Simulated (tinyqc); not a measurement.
Worked calculation: MP2 on RHF in the sto-6g basis, for H2O, spin multiplicity 1. One step of it, computed by the program tinyqc.

Question. Second-order Moller-Plesset energy. E2 = sum_ijab (ia|jb) [2 (ia|jb) - (ib|ja)] / (e_i + e_j - e_a - e_b) over occupied i, j and virtual a, b; the opposite-spin part is (ia|jb)^2 / denominator, the rest is same-spin, and SCS-MP2 scales them by 6/5 and 1/3.

orbital energies (hartree): [-20.501770, -1.284601, -0.631374, -0.460341, -0.398440, 0.614021, 0.752654]

Two-electron integrals over orbitals (pq|rs), unique and non-zero (hartree):
```
(11|11) 4.761356    (21|11) -0.425487   (21|21) 0.061658    (22|11) 1.018003
(22|21) -0.013742   (22|22) 0.732439    (31|31) 0.011365    (32|31) 0.017884
(32|32) 0.145622    (33|11) 0.807358    (33|21) -0.004119   (33|22) 0.650389
(33|33) 0.639447    (41|11) 0.190442    (41|21) -0.024363   (41|22) 0.016642
(41|33) 0.006191    (41|41) 0.029632    (42|11) -0.130823   (42|21) 0.009897
(42|22) 0.006630    (42|33) 0.006724    (42|41) 0.018778    (42|42) 0.123809
(43|31) -0.003545   (43|32) 0.018692    (43|43) 0.046694    (44|11) 1.012305
(44|21) -0.013744   (44|22) 0.680175    (44|33) 0.604592    (44|41) -0.011868
(44|42) -0.104820   (44|44) 0.793306    (51|51) 0.026724    (52|51) 0.032290
(52|52) 0.144663    (53|53) 0.029209    (54|51) -0.013462   (54|52) -0.046689
(54|54) 0.056392    (55|11) 1.117079    (55|21) -0.011186   (55|22) 0.749612
(55|33) 0.633556    (55|41) 0.004696    (55|42) -0.067076   (55|44) 0.734002
(55|55) 0.880663    (61|11) -0.257673   (61|21) 0.040200    (61|22) -0.001545
(61|33) 0.000211    (61|41) -0.002365   (61|42) 0.020692    (61|44) -0.019549
(61|55) -0.006054   (61|61) 0.035400    (62|11) 0.324379    (62|21) -0.007738
(62|22) 0.145990    (62|33) 0.078008    (62|41) 0.019095    (62|42) 0.020030
(62|44) 0.092951    (62|55) 0.161667    (62|61) 0.005670    (62|62) 0.103794
(63|31) 0.003269    (63|32) -0.040509   (63|43) -0.027676   (63|63) 0.070926
(64|11) 0.208024    (64|21) -0.001323   (64|22) 0.092373    (64|33) 0.042098
(64|41) 0.002329    (64|42) -0.028592   (64|44) 0.118156    (64|55) 0.111457
(64|61) 0.000589    (64|62) 0.061023    (64|64) 0.065257    (65|51) 0.016149
(65|52) 0.060017    (65|54) -0.002413   (65|65) 0.039127    (66|11) 0.815273
(66|21) -0.007586   (66|22) 0.618688    (66|33) 0.575558    (66|41) 0.021892
(66|42) 0.059755    (66|44) 0.551748    (66|55) 0.591802    (66|61) 0.007795
(66|62) 0.098714    (66|64) 0.043349    (66|66) 0.601979    (71|31) 0.015943
(71|32) 0.023309    (71|43) -0.005181   (71|63) 0.004159    (71|71) 0.022428
(72|31) 0.013833    (72|32) 0.039337    (72|43) -0.034059   (72|63) 0.035713
(72|71) 0.018378    (72|72) 0.061238    (73|11) 0.363001    (73|21) -0.007356
(73|22) 0.137253    (73|33) 0.091445    (73|41) -0.001054   (73|42) -0.075725
(73|44) 0.162147    (73|55) 0.188535    (73|61) -0.006956   (73|62) 0.078184
(73|64) 0.075403    (73|66) 0.037584    (73|73) 0.151743    (74|31) -0.009752
(74|32) -0.076987   (74|43) 0.003980    (74|63) 0.043450    (74|71) -0.013339
(74|72) -0.016598   (74|74) 0.068353    (75|53) 0.023679    (75|75) 0.024284
(76|31) 0.009574    (76|32) 0.100065    (76|43) 0.045983    (76|63) -0.065053
(76|71) 0.012575    (76|72) -0.010075   (76|74) -0.058037   (76|76) 0.117026
(77|11) 0.874357    (77|21) -0.009180   (77|22) 0.627289    (77|33) 0.614912
(77|41) 0.003931    (77|42) -0.013257   (77|44) 0.612136    (77|55) 0.627027
(77|61) -0.005261   (77|62) 0.071110    (77|64) 0.039161    (77|66) 0.570081
(77|73) 0.092816    (77|77) 0.622797
```

Hartree-Fock energy = -75.67557060 hartree

Give: Terms; Pair energies; MP2 correlation energy; SCS-MP2 correlation energy; MP2 total energy.

Answer.

Terms:
```
i  j  a  b  (ia|jb)  (ib|ja)  denominator       term
3  3  7  7   0.1517   0.1517      -2.7681    -0.0083
4  3  6  7   0.0754   0.0435      -2.4584    -0.0033
3  4  7  6   0.0754   0.0435      -2.4584    -0.0033
3  2  7  6   0.0782   0.0357      -3.2827    -0.0029
2  3  6  7   0.0782   0.0357      -3.2827    -0.0029
2  2  6  6   0.1038   0.1038      -3.7972    -0.0028
3  3  6  6   0.0709   0.0709      -2.4908    -0.0020
4  4  6  6   0.0653   0.0653      -2.1487    -0.0020
4  4  7  7   0.0684   0.0684      -2.4260    -0.0019
4  2  6  6   0.0610   0.0610      -2.9730    -0.0013
2  4  6  6   0.0610   0.0610      -2.9730    -0.0013
2  2  7  7   0.0612   0.0612      -4.0745    -0.0009
5  5  6  6   0.0391   0.0391      -2.0249    -0.0008
5  5  7  7   0.0243   0.0243      -2.3022  -2.56e-04
3  4  6  7   0.0435   0.0754      -2.4584  -2.03e-04
4  3  7  6   0.0435   0.0754      -2.4584  -2.03e-04
2  4  7  7  -0.0166  -0.0166      -3.2503  -8.48e-05
4  2  7  7  -0.0166  -0.0166      -3.2503  -8.48e-05
3  2  6  7   0.0357   0.0782      -3.2827   7.35e-05
2  3  7  6   0.0357   0.0782      -3.2827   7.35e-05
1  1  6  6   0.0354   0.0354     -42.2316  -2.97e-05
1  2  7  7   0.0184   0.0184     -23.2917  -1.45e-05
2  1  7  7   0.0184   0.0184     -23.2917  -1.45e-05
1  1  7  7   0.0224   0.0224     -42.5088  -1.18e-05
4  1  7  7  -0.0133  -0.0133     -22.4674  -7.92e-06
1  4  7  7  -0.0133  -0.0133     -22.4674  -7.92e-06
3  1  7  6  -0.0070   0.0042     -22.4998  -5.59e-06
1  3  6  7  -0.0070   0.0042     -22.4998  -5.59e-06
3  1  6  7   0.0042  -0.0070     -22.4998  -2.82e-06
1  3  7  6   0.0042  -0.0070     -22.4998  -2.82e-06
2  1  6  6   0.0057   0.0057     -23.0144  -1.40e-06
1  2  6  6   0.0057   0.0057     -23.0144  -1.40e-06
1  4  6  6   0.0006   0.0006     -22.1902  -1.56e-08
4  1  6  6   0.0006   0.0006     -22.1902  -1.56e-08
```

Pair energies (hartree; pair i-j sums ij and ji):
```
pair  opposite spin  same spin
1-1       -4.15e-05     0.0000
2-1       -3.18e-05     0.0000
2-2         -0.0038     0.0000
3-1       -5.84e-06  -1.10e-05
3-2         -0.0045    -0.0011
3-3         -0.0103     0.0000
4-1       -1.59e-05     0.0000
4-2         -0.0027     0.0000
4-3         -0.0062    -0.0008
4-4         -0.0039     0.0000
5-5         -0.0010     0.0000
```

MP2 correlation energy = -0.034389 hartree

SCS-MP2 correlation energy = -0.039584 hartree

MP2 total energy = -75.709959 hartree
